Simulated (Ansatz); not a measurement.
## Relaxing Y2Ni

These are results of Ansatz, DFT PBE, scalar-relativistic, plane waves, PAW, not measurements. Cutoff 420 eV, Γ-centred k mesh, Gaussian smearing, collinear spin, first started from parallel moments.

Y2Ni was placed on the cubic Laves (C15) structure type (Fd-3m, No. 227), with Ni in place of Mg, Y in place of Cu, at a guessed volume.

```
Y Ni
1.0
     0.00000    3.99387    3.99387
     3.99387    0.00000    3.99387
     3.99387    3.99387    0.00000
Y Ni
4 2
Direct
  0.62500 0.62500 0.62500
  0.12500 0.62500 0.62500
  0.62500 0.62500 0.12500
  0.62500 0.12500 0.62500
  0.00000 0.00000 0.00000
  0.25000 0.25000 0.25000
```

Cell and atoms relax at zero pressure; the relaxation can't lower the symmetry of the start. After a coarse first stage the cell is made exact in the group found at 0.06 Å.

The zero of energy is the elements' standard structures at the same level; no fitted shifts are applied.

Question: Describe the relaxed structure.

Answer: It keeps Fd-3m (No. 227). The result has the cubic Laves (C15) structure. Conventional cell: a = 8.517 Å. Y has 6 Y at 3.01 Å and 6 Ni at 3.53 Å; Ni has 12 Y at 3.53 Å and 4 Ni at 3.69 Å.

```
Y Ni
1.0
     0.00000    4.25862    4.25862
     4.25862    0.00000    4.25862
     4.25862    4.25862    0.00000
Y Ni
4 2
Direct
  0.62500 0.62500 0.62500
  0.12500 0.62500 0.62500
  0.62500 0.62500 0.12500
  0.62500 0.12500 0.62500
  0.00000 0.00000 0.00000
  0.25000 0.25000 0.25000
```

Question: What are its volume, energy, gap and moment?

Answer: The volume per atom is 25.74 Å³ and the density is 5.08 g/cm³. The energy over the elements is 0.92 eV/atom. The gap on the 8×8×8 mesh is 0 eV (a metal) and the net moment per atom is 0.09 μB. The largest site moment is 0.20 μB.

The final run used a 8×8×8 mesh on its 6-atom cell and 0.10 eV smearing. For metals, differences of a few meV/atom aren't resolved. A structure relaxed within its symmetry needn't be a true minimum.

Cost: 3 runs of about 2 core-minutes in all, on Intel Xeon 6975P-C (Granite Rapids) (shared hosts).